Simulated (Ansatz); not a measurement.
# Y2F: from a trial structure to a relaxed crystal

Computed with DFT PBE, scalar-relativistic, plane waves, PAW in Ansatz 0.2.0. Cutoff 420 eV, Γ-centred k mesh, Gaussian smearing, no spin polarisation in the final step.

Y2F was placed on the anti-CaC2 structure type (I4/mmm, No. 139), with F in place of Ca, Y in place of C, at a guessed volume.

```
Y F
1.0
    -2.17440    2.17440    3.56623
     2.17440   -2.17440    3.56623
     2.17440    2.17440   -3.56623
Y F
2 1
Direct
  0.59300 0.59300 0.00000
  0.40700 0.40700 0.00000
  0.00000 0.00000 0.00000
```

Steps on the 6×6×6 mesh (3 atoms). 12 of 24 steps are shown, and the free energy counts from the last. Trial steps that were taken back and renewals of the plane-wave basis can be among the rows.

| step | ΔF (meV/atom) | V (Å³/atom) | P (GPa) | largest force component (eV/Å) |
| --- | --- | --- | --- | --- |
| 1 | 20700.1 | 22.48 | 228.88 | 224.155 |
| 3 | 3044.9 | 23.44 | 31.79 | 27.089 |
| 5 | 1250.3 | 20.30 | 11.75 | 5.272 |
| 7 | 766.7 | 20.42 | 7.78 | 1.243 |
| 9 | 566.1 | 21.18 | 2.60 | 0.114 |
| 11 | 504.4 | 20.83 | -1.66 | 0.085 |
| 14 | 198.0 | 21.02 | 5.70 | 0.001 |
| 16 | 86.4 | 21.81 | 2.57 | 0.058 |
| 18 | 41.1 | 22.33 | 0.36 | 0.026 |
| 20 | 10.4 | 22.41 | 1.43 | 0.002 |
| 22 | 1.9 | 23.27 | -0.02 | 0.071 |
| 24 | 0.0 | 23.22 | -0.04 | 0.018 |

A final relaxation ran on a 20×20×20 mesh. The relaxed crystal, I4/mmm (No. 139):

```
Y F
1.0
    -1.66393    1.66393    6.26493
     1.66393   -1.66393    6.26493
     1.66393    1.66393   -6.26493
Y F
2 1
Cartesian
  0.0000 0.0000 8.1448
  0.0000 0.0000 4.3850
  0.0000 0.0000 0.0000
```

For Y2F, the volume per atom is 23.13 Å³. The density is 4.71 g/cm³, the energy over the elements is -1.10 eV/atom and the gap on the 20×20×20 mesh is 0 eV (a metal).

The zero of energy is the elements' standard structures at the same level (F₂ as a molecule); no fitted shifts are applied.

The final run used a 20×20×20 mesh on its 3-atom cell and 0.10 eV smearing. The k mesh leaves about 4 meV/atom of noise in metals.

Symmetry constrained the relaxation, so the result can be a saddle point.

Cost: 3 runs of about 4.2 core-minutes in all, on Arm Neoverse V2 (shared hosts).